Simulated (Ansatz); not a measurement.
**Al2H3F: taking an electron away**

An exercise on one series of results from a longer session: the logs are not shown, and one member is left open.

Computed with Ansatz 0.2.0, Gaussian basis. Level: unrestricted cation, the program's frozen cores in correlated methods.

Levels to be run: UKS PBE-D4/def2-TZVPP; UKS r2SCAN-D4/def2-TZVPP; UKS PBE0-D4/def2-TZVPP; UKS B3LYP-D4/def2-TZVPP; UKS wB97X-V/def2-TZVPP; UKS wB97M-V/def2-TZVPP; UKS B2PLYP/def2-TZVPP; UHF-CCSD(T)/def2-TZVPP; UHF-MP2/def2-QZVPP; extrapolation to the limit; then −ε(HOMO) from the neutral's earlier runs with LDA (SPW92), PBE-D4, revPBE-D4, BLYP-D4, r2SCAN-D4, B97M-V, PBE0-D4, B3LYP-D4, r2SCANh-D4, r2SCAN0-D4, HSE06-D4, BHLYP-D4, CAM-B3LYP-D4, LC-ωPBE, ωB97X-V, ωB97M-V.

## Structure used throughout

All runs share one geometry, relaxed beforehand with PBE0-D4 in a triple-zeta def2 set.

SMILES `[F][AlH][AlH2]`, 6 atoms, charge 0, spin multiplicity 1.

Atoms are counted from 1 here; the program's logs count them from 0.

Bond lengths: F1–Al2 1.658 Å, Al2–Al3 2.606 Å, Al2–H4 1.590 Å, Al3–H5 1.593 Å, Al3–H6 1.590 Å. Angles: F1–Al2–Al3 116.8°, F1–Al2–H4 114.3°, Al3–Al2–H4 129.0°, Al2–Al3–H5 120.6°, Al2–Al3–H6 121.8°, H5–Al3–H6 117.6°.

Set-up of the first run:

File in.yaml:

```yaml
crystal:
  periodic: [false, false, false]
  atoms:
    - {symbol: F, position_ang: [-0.871395, -2.045008, 1.135744]}
    - {symbol: Al, position_ang: [-0.489098, -1.178506, -0.225450]}
    - {symbol: Al, position_ang: [0.520798, 1.195875, 0.140351]}
    - {symbol: H, position_ang: [-0.801087, -1.933157, -1.589415]}
    - {symbol: H, position_ang: [0.917000, 2.108795, -1.103422]}
    - {symbol: H, position_ang: [0.765883, 1.788100, 1.595991]}
basis:
  gaussian: {orbitals: def2-TZVPP}
total_charge: 1
magnetization: {spin_polarized: true, initial_magnetization: 1}
hamiltonian: {xc: pbe, dispersion: d4}
```

Started as:

```sh
$ ansatz run in.yaml --threads 2 --pin off --events-out ev --progress --plain --max-ram 4352MiB
```

Steps of the session up to this table: Cation, UKS PBE-D4/def2-TZVPP; Cation, UKS r2SCAN-D4/def2-TZVPP; Cation, UKS PBE0-D4/def2-TZVPP; Cation, UKS B3LYP-D4/def2-TZVPP; Cation, UKS wB97X-V/def2-TZVPP; Cation, UKS wB97M-V/def2-TZVPP; Cation, UKS B2PLYP (frozen core)/def2-TZVPP; Cation, UHF-CCSD(T)/def2-TZVPP; Cation, UHF-MP2/def2-QZVPP.

One of the session's tables, all rows but one given; the rest of the session is left out.

For comparison, −ε(HOMO) of the neutral from earlier runs:

| functional | −ε(HOMO) (eV) |
| --- | --- |
| LDA (SPW92) | 6.20 |
| PBE-D4 | 6.14 |
| revPBE-D4 | 6.11 |
| BLYP-D4 | 6.02 |
| r2SCAN-D4 | 6.37 |
| B97M-V | 6.43 |
| PBE0-D4 | 7.19 |
| B3LYP-D4 | 7.02 |
| r2SCANh-D4 | 6.76 |
| r2SCAN0-D4 | 7.34 |
| HSE06-D4 | 6.80 |
| BHLYP-D4 | 8.15 |
| CAM-B3LYP-D4 | 8.43 |
| LC-ωPBE | ? |
| ωB97X-V | 9.39 |
| ωB97M-V | 9.10 |

Estimate the missing values for LC-ωPBE.

**Answer.** −ε(HOMO) (eV): 9.70. In the column «−ε(HOMO) (eV)» it is the highest.
